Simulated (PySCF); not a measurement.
Structure problem from calculated spectra and properties.

Formula: C3H7O; charge -1.

| Quantity | Value |
| --- | --- |
| Rotational structure | rotational constants A, B, C: 27.839, 3.939, 3.691 GHz [PBE0-D3(BJ)/def2-SVP] |
| Couplings | largest of the computed one-bond spin–spin couplings (means over like bonds): 13C–1H +129.9 (×2), 13C–1H +126.2 (×3), 13C–1H +117.3 (×2), 13C–13C +36.6, 13C–13C +34.5, 17O–13C +33.8 Hz [B3LYP/pcJ-1, spin–dipole term left out] |
| XPS | C1s 285.0, C1s 285.7, C1s 286.2, O1s 528.6 eV [ΔSCF SCAN, pcX-2 on the ionised atom, pcseg-1 elsewhere, spin-free X2C] |
| 1H NMR | chemical shifts (computed TMS as zero) by class: 6.70 (2 H), 1.20 (3 H), 1.12 (2 H) ppm [GIAO PBE/pcSseg-2] |
| 13C NMR | chemical shifts (computed TMS as zero) by class: 100.1 (1 C), 47.7 (1 C), 6.5 (1 C) ppm [GIAO PBE/pcSseg-2] |
| NMR, other nuclei | isotropic shieldings of nuclei other than C and H, by class: 158 (1 O) ppm [GIAO PBE/pcSseg-2] |

Gas-phase values; electronic properties from PySCF, density fitting. Levels stand in brackets. Isolated species at its PBE0-D3(BJ)/def2-SVP geometry (one conformer only). The geometry's basis has no diffuse functions, a weakness for an anion. The HOMO energy is positive, so at this level the finite basis confines the outermost electrons. No diffuse functions stand in pcJ-1 and pcSseg-2, which bears on an anion's orbital energies. NMR values are class means; diastereotopic atoms form classes of their own.

Q: Give a SMILES that accounts for the data.

A: Numbering: `[CH3:1][CH2:2][CH2:3][O-:4]`. 3 carbons fall into 3 classes; from least to most shielded: sp3 carbon bound to oxygen [C3] (100.1 ppm), chain CH2 carbon [C2] (47.7 ppm), methyl carbon [C1] (6.5 ppm). Hydrogen classes from least to most shielded: 2 H on an sp3 carbon bound to oxygen, C3 (6.70 ppm), 3 H on a methyl carbon, C1 (1.20 ppm, a mean of values up to 1.0 ppm apart in this geometry), 2 H on a chain CH2 carbon, C2 (1.12 ppm). The other shieldings belong to: 158 ppm, alkoxide oxygen [O4]. The couplings run between: +129.9 Hz, chain CH2 carbon [C2] and its hydrogen (with 1 like pair); +126.2 Hz, methyl carbon [C1] and its hydrogen (with 2 like pairs); +117.3 Hz, sp3 carbon bound to oxygen [C3] and its hydrogen (with 1 like pair); +36.6 Hz, methyl carbon [C1] and chain CH2 carbon [C2]; +34.5 Hz, chain CH2 carbon [C2] and sp3 carbon bound to oxygen [C3]; +33.8 Hz, alkoxide oxygen [O4] and sp3 carbon bound to oxygen [C3]. The core levels belong to: C1s 285.0 eV, chain CH2 carbon [C2]; C1s 285.7 eV, sp3 carbon bound to oxygen [C3]; C1s 286.2 eV, methyl carbon [C1]; O1s 528.6 eV, alkoxide oxygen [O4]. By its constants the optimised geometry is an asymmetric top. Structure: `CCC[O-]`. Computed isomers that give other values at the same levels: `CC(C)[O-]` (core binding energies: C1s 285.0 (×2), C1s 285.8, O1s 528.6 eV). The assignments are read from this structure; whether some other isomer fits the data as well wasn't checked.

Shape of the structure used: `[CH3:1][CH2:2][CH2:3][O-:4]`: C1–C2–C3–O4 -178°.
